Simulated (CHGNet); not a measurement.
**fcc Ca**

Method: the machine-learned potential CHGNet 0.3.0 (trained on PBE and PBE+U data).

Cell (relaxed at this level):

```
CELL_PARAMETERS angstrom
      0.00000     2.76363     2.76363
      2.76363     0.00000     2.76363
      2.76363     2.76363     0.00000
ATOMIC_POSITIONS crystal
  Ca 0.00000 0.00000 0.00000
```

```yaml
lattice_parameter_a: 5.527 Å
equilibrium_volume_per_atom: 42.22 Å³/atom
```

Measured, for comparison: lattice constant a 5.553 Å, equilibrium volume per atom 42.81 Å³/atom (low-temperature or extrapolated to 0 K; zero-point anharmonic expansion removed; as tabulated in Csonka et al. (2009), arXiv:0903.4037). Computed (rounded) less measured: lattice constant a -0.5 %, equilibrium volume per atom -1.4 %.

A machine-learned potential is trained on density-functional data: it inherits that level's misses and adds fitting errors of its own.
